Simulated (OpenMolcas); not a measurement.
**C2F3 (trifluorovinyl radical): methods side by side**

C2F3 has 5 atoms, charge 0, and is taken as a doublet. SMILES: `F[C]=C(F)F`. The shape is that of a PBE0-D4/def2-TZVP optimisation.

Quantity: the dipole moment, in D. The values are calculated.

| level | kind | program | value (D) |
| --- | --- | --- | --- |
| UHF/aug-cc-pVDZ | Hartree–Fock | OpenMolcas | 0.60 |
| USVWN5/aug-cc-pVDZ | LDA | OpenMolcas | 0.36 |
| UPBE/aug-cc-pVDZ | GGA | OpenMolcas | 0.32 |
| UTPSS/aug-cc-pVDZ | meta-GGA | OpenMolcas | 0.34 |
| UM06-2X/aug-cc-pVDZ | hybrid meta-GGA | OpenMolcas | 0.42 |
| UPBE0/aug-cc-pVDZ | global hybrid | OpenMolcas | 0.38 |

The values span 0.32 to 0.60 D. Spin contamination of the reference (⟨S²⟩ at least 0.1 too high) touches UHF/aug-cc-pVDZ. Magnitudes only.
